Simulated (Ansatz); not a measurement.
A made-up structure of MgB2H4, singlet:

| atom | x (Å) | y (Å) | z (Å) |
| --- | --- | --- | --- |
| B1 | -1.9674 | 0.0595 | -1.1789 |
| Mg2 | 1.9677 | -0.0607 | 1.1784 |
| B3 | 0.0012 | -0.0043 | -0.0022 |
| H4 | -2.3938 | -0.8627 | -1.8262 |
| H5 | -2.6923 | 1.0208 | -1.2188 |
| H6 | 2.5871 | 1.2752 | 2.0671 |
| H7 | 2.9892 | -1.4411 | 1.2762 |

It is relaxed with PBE-D4/def2-SVP and then PBE0-D4/def2-TZVP (Ansatz 0.2.0). Atoms count as bonded within 1.22 times the sum of their covalent radii (H–H: 0.88 Å). The end point is not checked to be a true minimum.

Problem. Does its bonding change? (A judgement: the text doesn't fix the answer.)

Solution. Computed: Yes. Formed: B1–Mg2, B1–B3, B3–H6; broken: Mg2–H6.

Where it ends: The first stage lowers the energy by 5.52 eV in 37 steps. It ends as MgB₂H₄ ([BH]1[BH2][MgH]1):
```
7
angstrom
B -0.8013 0.1446 -0.4982
Mg 0.8741 -0.9009 0.6832
B 0.0905 1.3429 -0.1980
H -0.5770 -0.5717 -1.4487
H -1.6129 -0.2402 0.3144
H 0.7245 2.3258 -0.0084
H 1.7938 -2.1138 1.4513
```

Labels in which every atom is bracketed show which atoms are joined, not bond orders.

For scale, one of the runs: PBE0-D4/def2-TZVP relaxation, 118 basis functions, launched by `ansatz run in.yaml --threads 2 --pin off --events-out ev --progress --plain --max-ram 4352MiB`. Hardware: 2 CPU threads of an Arm Neoverse V2, shared host. Wall time about 11 s.
